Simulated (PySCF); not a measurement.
# Dipole moment and polarisability of lithium hydride

Lithium hydride, LiH.
Cartesian coordinates in Å at the PBE0-D3(BJ)/def2-SVP level; atoms count from 1:
```
atom  x, y, z in Å
Li1    0.8015   -0.0058   -0.0056
H2    -0.7960    0.0084   -0.0227
```

Level: PBE0/def2-SVPD (PySCF), static field, nuclei fixed, core orbitals frozen in the response. The polarisability tensor in these axes (au):

```
x   23.90  0.06 -0.07
y    0.06 30.75  0.00
z   -0.07  0.00 30.75
```

Problem. Diagonalise the tensor; give its mean and Δα, where Δα² is half the sum of the squared differences of the eigenvalues.

Solution. Principal values 23.90, 30.75 and 30.75 au; mean 28.46 au = 4.22 Å³ = 4.69 × 10⁻⁴⁰ C²·m²/J; Δα = 6.85 au (24 % of the mean).

Problem. What is the dipole moment, and where does it point?

Solution. (5.78, -0.05, 0.06) D, 5.78 D in size, pointing from the negative to the positive side. Measured along this direction, the outermost atoms are H2 at the negative end and Li1 at the positive end.

Problem. Estimate the molar refractivity from the static electronic polarisability.

Solution. Lorentz–Lorenz: R = (4π/3)N_A α = 2.5225 cm³/(mol·Å³) × 4.22 Å³ = 10.6 cm³/mol, in the limit of long wavelengths.

Problem. Traceless (Buckingham) quadrupole moment about the centre of nuclear charge: eigenvalues?

Solution. -1.57, 0.79, 0.79 D·Å. The values depend on the origin, since the dipole doesn't vanish. The electronic extent ⟨r²⟩ about the same centre is 20 bohr², a root-mean-square distance of 1.19 Å for the 4 electrons.

Problem. Find the Langevin capture rate constant for H3+ (3.023 u) meeting this molecule (8.024 u), k = 2.342 × 10⁻⁹ cm³/s × √(α in Å³ / reduced mass in u).

Solution. The reduced mass is 2.20 u, so k = 3.25 × 10⁻⁹ cm³/s. The formula leaves out the permanent dipole, which adds to the capture rate.

Problem. Form Σ f/ω² (atomic units) for the 10 lowest TDDFT singlets, given as eV and f, and set it beside the mean polarisability, which is this sum over all singlets: 3.36, 0.0582; 4.29, 0.1962; 4.29, 0.1962; 5.76, 0.0327; 6.51, 0.0022; 7.05, 0.0066; 7.05, 0.0066; 9.26, 0.2428; 10.93, 0.3382; 10.93, 0.3382.

Solution. They add up to 26.88 au, 94.4 % of the 28.46 au; the largest single term is 7.90 au, from the state at 4.29 eV. Terms in order: 3.83, 7.90, 7.90, 0.73, 0.04, 0.10, 0.10, 2.10, 2.10, 2.10 au. Higher excitations give the rest. The strengths listed sum to 1.418.

Problem. Rayleigh depolarisation ratio (linearly polarised light, static tensor)?

Solution. ρ = 3Δα²/(45ᾱ² + 4Δα²) = 140.7/(36457 + 187.6) = 0.00384.

Isolated species at its PBE0-D3(BJ)/def2-SVP geometry, gas phase.
